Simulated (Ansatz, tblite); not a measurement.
# The cluster BaSe₂: rung by rung

An exercise on one series of results from a longer session: the logs are not shown, and one member is left open.

The runs use Ansatz 0.2.0, Gaussian basis; as each input shows.

Plan: GFN1-xTB, GFN2-xTB, PBE-D4/def2-TZVP, r2SCAN-D4/def2-TZVP, revPBE-D4/def2-TZVP, HSE06-D4/def2-TZVP, BHLYP-D4/def2-TZVP, PBE-QIDH/def2-TZVP, CAM-B3LYP-D4/def2-TZVP, PBE-D4/def2-SVP, PBE0-D4/def2-SVP, PBE0-D4/def2-TZVPD, PBE-D4/def2-TZVPD, r2SCAN-D4/def2-TZVPD, CCSD(T)/def2-TZVPP, MP2/def2-TZVP, RPA/def2-TZVP.

3 further runs of the same task are left out: 3 set aside as unsound or not needed.

### The geometry

The singlet was relaxed beforehand with PBE0-D4/def2-TZVP. At that level it is the lowest of the isomers that a small search found.

3 atoms, charge 0, spin multiplicity 1.

Bond lengths: Ba1–Se2 2.851 Å, Ba1–Se3 2.851 Å, Se2–Se3 2.397 Å. Angles: Se2–Ba1–Se3 49.7°, Ba1–Se2–Se3 65.1°, Ba1–Se3–Se2 65.1°.

Ba takes a core potential in the def2 sets. No spin-orbit coupling is included.

PBE0-D4/def2-TZVP was run before; its log isn't repeated, and its numbers join the tables.

The first run:

Tight binding, by tblite at 300 K electronic temperature and without a spin-polarisation term:

```python
tblite.interface.Calculator('GFN1-xTB', numbers, positions, charge=0, uhf=0).singlepoint()
```

Tight binding, by tblite at 300 K electronic temperature and without a spin-polarisation term:

```python
tblite.interface.Calculator('GFN2-xTB', numbers, positions, charge=0, uhf=0).singlepoint()
```

start.molden holds the orbitals of an earlier run on this state, given as this run's starting guess.

in.yaml reads:

```yaml
crystal:
  periodic: [false, false, false]
  atoms:
    - {symbol: Ba, position_ang: [-0.940799, -1.301133, 0.628846]}
    - {symbol: Se, position_ang: [1.323808, -0.124549, -0.641641]}
    - {symbol: Se, position_ang: [-0.383009, 1.425683, 0.012795]}
basis:
  gaussian: {orbitals: def2-TZVP, initial_orbitals: start.molden}
hamiltonian: {xc: pbe, dispersion: d4}
scf: {omitted_lower_state_checks: [starts]}
output: {forces: true, orbitals: {seedname: orbitals}}
```

Started as:

```
$ ansatz run in.yaml --threads 4 --pin off --events-out ev --progress --plain --max-ram 3916MiB
```

Among the steps run: PBE-D4/def2-TZVP; r2SCAN-D4/def2-TZVP; revPBE-D4/def2-TZVP; HSE06-D4/def2-TZVP; BHLYP-D4/def2-TZVP; PBE-QIDH/def2-TZVP; CAM-B3LYP-D4/def2-TZVP; PBE-D4/def2-SVP; PBE0-D4/def2-SVP; PBE0-D4/def2-TZVPD; PBE-D4/def2-TZVPD; r2SCAN-D4/def2-TZVPD; CCSD(T)/def2-TZVPP; MP2/def2-TZVP; RPA/def2-TZVP.

One table of the session follows, with a row left open; its other results are not shown here.

It belongs to the step «Levels side by side». 

| level | HOMO (eV) | LUMO (eV) | gap (eV) |
| --- | --- | --- | --- |
| PBE-D4/def2-SVP | -3.46 | -2.25 | 1.22 |
| PBE-D4/def2-TZVP | -3.50 | -2.31 | 1.19 |
| PBE-D4/def2-TZVPD | -3.54 | -2.33 | 1.21 |
| revPBE-D4/def2-TZVP | ? | ? | ? |
| r2SCAN-D4/def2-TZVP | -3.59 | -1.79 | 1.80 |
| r2SCAN-D4/def2-TZVPD | -3.61 | -1.79 | 1.83 |
| PBE0-D4/def2-SVP | -4.33 | -1.79 | 2.54 |
| PBE0-D4/def2-TZVP | -4.36 | -1.83 | 2.53 |
| PBE0-D4/def2-TZVPD | -4.39 | -1.84 | 2.55 |
| HSE06-D4/def2-TZVP | -3.98 | -2.14 | 1.85 |
| BHLYP-D4/def2-TZVP | -5.10 | -1.55 | 3.55 |
| CAM-B3LYP-D4/def2-TZVP | -5.43 | -1.40 | 4.03 |

**Question.** Estimate the row for revPBE-D4/def2-TZVP.

The run gave: HOMO (eV): -3.44; LUMO (eV): -2.29; gap (eV): 1.15. In the column «HOMO (eV)» it is the highest.
